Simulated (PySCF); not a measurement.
**How the method moves the bond dissociation enthalpies of methane**

Structure: `C` (CH4). Coordinates in Å; atoms count from 1 in this order:
```
C     0.0035    0.0012   -0.0069
H    -0.7109   -0.2750   -0.7937
H     0.1363    1.0912    0.0008
H    -0.3803   -0.3277    0.9680
H     0.9692   -0.4837   -0.2024
```

All levels share the PBE0-D3(BJ)/def2-SVP structures and the PBE0-D3(BJ)/def2-SVP thermal terms; only the single-point energies (PySCF) change. Values are bond dissociation enthalpies (298 K, kJ/mol).

```tsv
level	C1–H	abs. error	time
HF/def2-TZVP	323	115.9	0.55 s
r2SCAN-D3(BJ)/def2-TZVP (grid 3)	417	21.6	4.2 s
PBE0-D3(BJ)/def2-SV(P)	420	18.6	0.97 s
PBE0-D3(BJ)/aug-cc-pVDZ	421	18.1	1.5 s
LC-ωPBE/def2-TZVP	421	17.7	2.4 s
HSE06/def2-TZVP	422	16.6	2.7 s
BHandHLYP/def2-TZVP	423	15.6	1.4 s
PBE0-D3(BJ)/ma-def2-TZVP	424	14.6	1.6 s
PBE0-D3(BJ)/cc-pVDZ	425	14.4	1.1 s
PBE0-D3(BJ)/def2-TZVPD	425	14.4	1.9 s
PBE0-D3(BJ)/def2-TZVP	425	14.2	–
PBE0-D3(BJ)/aug-cc-pVTZ	425	14.0	3.7 s
PBE0-D3(BJ)/ma-def2-SVP	425	14.0	1.1 s
PBE0-D3(BJ)/6-311+G**	425	13.7	1.4 s
PBE0-D3(BJ)/def2-QZVPPD	425	13.7	6.5 s
PBE0-D3(BJ)/def2-QZVP	425	13.7	5.5 s
PBE0-D3(BJ)/aug-cc-pVQZ	425	13.7	11 s
PBE0-D3(BJ)/jun-cc-pV(T+d)Z	425	13.6	2.4 s
PBE0-D3(BJ)/pcseg-2	425	13.6	2 s
PBE0-D3(BJ)/aug-pcseg-1	426	13.3	1.5 s
PBE0-D3(BJ)/def2-TZVPP	426	13.2	2.2 s
PBE0-D3(BJ)/6-311++G(2d,2p)	426	13.2	1.7 s
PBE0-D3(BJ)/def2-SVPD	426	13.0	1.4 s
PBE0-D3(BJ)/pcseg-1	426	12.6	1.1 s
PBE0-D3(BJ)/cc-pVTZ	427	12.5	2.1 s
PBE0-D3(BJ)/def2-SVP	427	11.8	1.1 s
PBE-D3(BJ)/def2-TZVP	428	10.7	1.9 s
BLYP-D3(BJ)/def2-TZVP	428	10.6	1.9 s
PBE0-D3(BJ)/6-31+G*	428	10.6	1 s
OPBE/def2-TZVP	430	9.1	1.9 s
TPSSh-D3(BJ)/def2-TZVP (grid 3)	432	7.4	4.2 s
TPSS-D3(BJ)/def2-TZVP (grid 3)	432	7.1	4.6 s
M06-L/def2-TZVP (grid 3)	432	6.8	4.3 s
B3LYP-D3(BJ)/def2-TZVP	432	6.6	1.5 s
PBE0-D3(BJ)/6-31G	433	6.4	0.89 s
B97-2/def2-TZVP	433	6.3	1.5 s
CAM-B3LYP-D3(BJ)/def2-TZVP	433	5.9	1.8 s
PBE0-D3(BJ)/6-31G*	433	5.7	0.97 s
M06-2X/def2-TZVP (grid 3)	435	4.0	3.9 s
M06/def2-TZVP (grid 3)	435	3.7	3.6 s
ωB97X-D3(BJ)/def2-TZVP	436	2.9	1.7 s
ωB97M-D3(BJ)/def2-TZVP (grid 3)	437	1.6	3.4 s
BP86-D3(BJ)/def2-TZVP	439	0.4	1.9 s
LDA/def2-TZVP	482	42.7	1.6 s
ATcT 1.112	439
```

Times are wall times for all single points of a level on 1 thread of Arm Neoverse N1, a shared host; the dash marks the run that also made the structures. BLYP, BP86, HSE06, LC-ωPBE, LDA, M06-L, OPBE, PBE, TPSS, r2SCAN ran on a slower path of this set-up, which computes the density-fitting integrals anew in every SCF cycle while the other levels store them. So the times needn't show the usual order of cost, and those levels read slower than they are.

Hartree-Fock leaves out electron correlation, so its bond energies come out too low, often by 100 kJ/mol or more.

The spread: 159 kJ/mol, from 323 to 482.
